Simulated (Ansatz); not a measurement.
## Breaking a bond in OF (SMILES [O]F)

The species is OF (2 atoms), meant as a doublet with charge 0. SMILES: `[O]F`. The shape is that of a PBE0-D4/def2-TZVP optimisation.

```jsonl
{"atom": "O", "x (Å)": "0.0000", "y (Å)": "0.0000", "z (Å)": "-0.0159"}
{"atom": "F", "x (Å)": "0.0000", "y (Å)": "0.0000", "z (Å)": "1.3144"}
```

The O1–F2 distance is scanned; the parts on either side stay rigid. Basis STO-3G, 2 core orbitals frozen in the correlated methods; program Ansatz 0.2.0. FCI is exact within this basis and core. Energies in eV from each method's value at 1.330 Å; open shells run as named. The shape above is that at 1.330 Å.

```json
{"distance (Å)": "1.330", "UHF": "0.00", "USVWN5": "0.00", "UPBE": "0.00", "UBHLYP": "0.00", "UB2PLYP": "0.00", "RPA@PBE": "0.00"}
{"distance (Å)": "1.663", "UHF": "0.35", "USVWN5": "1.73", "UPBE": "1.40", "UBHLYP": "1.54", "UB2PLYP": "1.68", "RPA@PBE": "1.07"}
{"distance (Å)": "1.996", "UHF": "0.30", "USVWN5": "4.11", "UPBE": "3.43", "UBHLYP": "2.34", "UB2PLYP": "2.53", "RPA@PBE": "2.82"}
{"distance (Å)": "2.661", "UHF": "0.31", "USVWN5": "5.54", "UPBE": "4.45", "UBHLYP": "2.64", "UB2PLYP": "2.79", "RPA@PBE": "2.01"}
{"distance (Å)": "3.326", "UHF": "0.32", "USVWN5": "5.63", "UPBE": "4.51", "UBHLYP": "2.66", "UB2PLYP": "2.81", "RPA@PBE": "1.76"}
```

(1) Estimate the FCI curve, and say how far off each method is.

## Answers

(1) 
```tsv
distance (Å)	FCI
1.330	0.00
1.663	0.89
1.996	1.78
2.661	2.06
3.326	2.07
```

Departure from the FCI curve at its largest: UHF -1.75 eV at 3.33 Å; USVWN5 +3.56 eV at 3.33 Å; UPBE +2.45 eV at 3.33 Å; UBHLYP +0.65 eV at 1.66 Å; UB2PLYP +0.79 eV at 1.66 Å; RPA@PBE +1.04 eV at 2.00 Å. The curve of RPA@PBE turns over, which the reference doesn't. For the functionals part of the departure is owed to the small basis.
